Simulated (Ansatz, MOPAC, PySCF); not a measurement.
Breaking a bond: C2H3N, SMILES CC#N. The C1–H6 bond (C1 also carries C, H, H; H6 carries nothing else) is varied alone, starting from the PBE0/def2-TZVP optimised geometry.

Levels: RHF/cc-pVTZ (Ansatz, a quantum-chemistry and plane-wave program); UHF/LANL2DZ = unrestricted Hartree-Fock/LANL2DZ run with PySCF; PM6, restricted, heats of formation (MOPAC).

Energies are in mEh, each relative to the lowest point of its own curve near equilibrium.

```
R / Å         RHF  UHF/LANL2DZ         PM6
-----  ----------  -----------  ----------
0.88         40.1         42.1        28.1
0.93         20.3         21.3  (withheld)
1.00          5.0          5.3         5.6
1.02          2.7          2.9         3.6
1.06   (withheld)          0.3         0.9
1.09          0.0          0.0         0.0
1.13          1.4          1.4         0.2
1.16          3.6          3.6         1.2
1.22         10.0         10.2  (withheld)
1.26         15.6         15.9  (withheld)
1.37         34.2         34.7        25.9
1.48         55.4         56.1        46.9
1.64         87.3         87.7        81.5
1.80        118.1        109.4       116.7
1.98        150.0   (withheld)       153.5
2.15        177.0        129.6       183.8
2.38        208.8        134.2       217.4
2.72        246.6        136.9       253.3
2.97        268.8   (withheld)       271.5
3.26        289.7        138.0       286.7
3.81        318.5        138.3       304.9
```

Q: Complete the blanks.

A: 
- 0.93, PM6: 16.4
- 1.06, RHF: 0.2
- 1.22, PM6: 5.5
- 1.26, PM6: 9.7
- 1.98, UHF/LANL2DZ: 122.7
- 2.97, UHF/LANL2DZ: 137.6

The restricted form behind RHF, PM6 keeps the bonding electrons paired and can't separate into open-shell fragments. The unrestricted determinant behind UHF/LANL2DZ is spin-contaminated at 1.64 to 3.81 Å (<S²> up to 1.2, against 0.00 for a pure singlet).
